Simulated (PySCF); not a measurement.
Bond stretch in CN, doublet.

Methods: UHF/cc-pVTZ (PySCF); UMP2/6-31G* = unrestricted MP2 (frozen core)/6-31G*, spherical d (PySCF); UCCSD(T) = CCSD(T) on UHF/cc-pVTZ, 2 core orbitals frozen run with PySCF 2.14.0.

Energies relative to the lowest point of each curve near equilibrium, in mEh:

```
R / Å    UHF  UMP2/6-31G*
-----  -----  -----------
0.86   363.6        427.7
0.93   171.6        208.8
0.99    76.3         95.2
1.04    30.9         38.0
1.08    11.0         11.6
1.12     1.7          0.0
1.16     0.0         13.6
1.19     2.3         16.7
1.22     6.7         18.7
```

Task: Estimate the UCCSD(T) values at these points.

Result: 0.86: 407.9; 0.93: 205.9; 0.99: 101.0; 1.04: 47.5; 1.08: 21.2; 1.12: 6.1; 1.16: 0.0; 1.19: 0.0; 1.22: 3.2 (mEh).

The scan ran from 0.86 to 4.65 Å; beyond the distances shown one of the unrestricted levels run for this scan, shown here or not, changes its spin distribution in one step. The unrestricted determinant behind UHF, UCCSD(T) is spin-contaminated at 1.08 to 1.22 Å (<S²> up to 1.4, against 0.75 for a pure doublet). The unrestricted determinant behind UMP2/6-31G* is spin-contaminated at 1.08 to 1.22 Å (<S²> up to 1.0, against 0.75 for a pure doublet).
